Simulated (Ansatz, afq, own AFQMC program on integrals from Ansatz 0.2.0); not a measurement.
# AlH$_{3}$, singlet in cc-pVDZ, levels against full CI

```xyz
4

Al    0.0000    0.0000    0.0000
H     1.5858    0.0151   -0.0001
H    -0.8059    1.3658   -0.0028
H    -0.7799   -1.3808    0.0029
```

Basis cc-pVDZ. Noble-gas cores (and the filled d shells of Ga–Kr and In–Xe) are frozen. AFQMC by an in-house program on the Cholesky factors that Ansatz 0.2.0 writes for its CCSD(T) run. ph-AFQMC/CISD is guided by a CISD state made of CCSD amplitudes; releasing the constraint for a short imaginary time cuts its bias at the price of noise, slowly where states lie close. Free projection: walkers drawn from exp(T), propagated without any constraint. Its projection time is finite, and what remains of the start isn't in its error. ± is one standard error of the sampling.

Determinant: RHF, the one that the program's search chose, which needn't be the lowest solution. The geometry is a point of a scan.

Full CI on the same integrals is exact in this basis and with this determinant's frozen core.

The T1 diagnostic is 0.0087. The weight of the determinant in the CISD state is 0.938. The size of the correlated space is 6 electrons in 28 orbitals.

Reference: full CI, correlation energy -2.792 eV. The released energy is read at 2.40 1/Eh (meV from the phaseless value at times in 1/Eh: 0.2 ± 0.7 at 0.24, 0.2 ± 0.6 at 0.51, -0.4 ± 0.5 at 0.99, -1.0 ± 0.3 at 1.62, -0.7 ± 0.5 at 2.40).

| level | E − E(reference) (kcal/mol) | share of correlation (%) |
| --- | --- | --- |
| HF | 64.39 | 0.00 |
| MP2 | 16.19 | 74.86 |
| CCSD | 0.95 | 98.52 |
| CCSD(T) | 0.26 | 99.60 |
| CCSDT | 0.02 | 99.97 |
| CCSDT(Q) | 0.01 | 99.99 |
| CCSDTQ | 0.00 | 100.00 |
| ph-AFQMC/HF | -0.03 ± 0.22 | 100.05 |
| ph-AFQMC/CISD | 0.01 ± 0.02 | 99.98 |
| released AFQMC | 0.00 ± 0.01 | 100.00 |
| free AFQMC | -0.01 ± 0.01 | 100.01 |

CCSDT and higher add their correlation energy to the determinant of the CCSD(T) run, since their own runs factorise the integrals more tightly (a shift of under 2 meV). Free projections are given only where their last times agree within the noise and don't stop above the reference; a slow remainder of the start can still hide under it. A walk keeps the symmetry of its determinant, which the program's search chose and which needn't be the lowest solution, so a lower state of the same spin and another symmetry isn't excluded. Released energies are given only where the last usable release times agree within the noise; a slower fall can still hide under it.
